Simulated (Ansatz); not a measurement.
Input for Ansatz (development build ahead of 0.2.0):

```yaml
crystal:
  periodic: [false, false, false]
  atoms:
    - { symbol: "N", position_ang: [-0.02458, 0.04351, -0.55323] }
    - { symbol: "N", position_ang: [0.02599, 0.02897, 0.58618] }
basis:
  gaussian: { orbitals: cc-pVDZ }
total_charge: 1
magnetization:
  spin_polarized: true
  initial_magnetization: 1
hamiltonian:
  xc: hf
correlation:
  method: mp2
  frozen_orbitals: { "N": 1 }
```

The input is written out in the form of the current development build from the run's settings.

Output:

```
Converged                       : yes
Reference energy                : -108.39892 hartree
Correlation energy              : -0.25748 hartree
Total energy                    : -108.65640 hartree
Spin squared of the determinant : 0.802
```

Caution: MP2 on this radical cation hangs on the determinant chosen.
